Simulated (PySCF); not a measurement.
Molecule: C₃H₃ (charge -1, singlet). It need not be the lowest isomer of its formula. Whether it binds its extra electron was not tested at this geometry. SMILES: [C-]#CC
Structure (B3LYP-D3(BJ)/def2-TZVP (Ansatz) minimum search):
```xyz
6

C      0.0046    -0.0025     0.3349
C      0.0216    -0.0117     1.5723
C     -0.0155     0.0084    -1.1294
H     -0.0179     1.0267    -1.5482
H      0.8559    -0.4989    -1.5715
H     -0.9021    -0.4930    -1.5473
```
Charge -1, spin multiplicity 1.

Dispersion corrections to the total energy (kcal/mol) from the dftd3 and dftd4 libraries through PySCF: D3(BJ) without and D4 with the three-body term, each with the damping fitted for the functional named.

```
functional  D3(BJ)     D4
----------  ------  -----
TPSSh        -2.15    ___
PBE          -1.92  -2.23
r2SCAN       -0.50  -0.54
BLYP         -4.06    ___
revPBE       -5.10  -8.18
TPSS         -2.37  -3.03
BHLYP        -2.51    ___
```

Question: Complete the blanks.

Answer: 
- TPSSh, D4: -2.74
- BLYP, D4: -5.11
- BHLYP, D4: -2.44
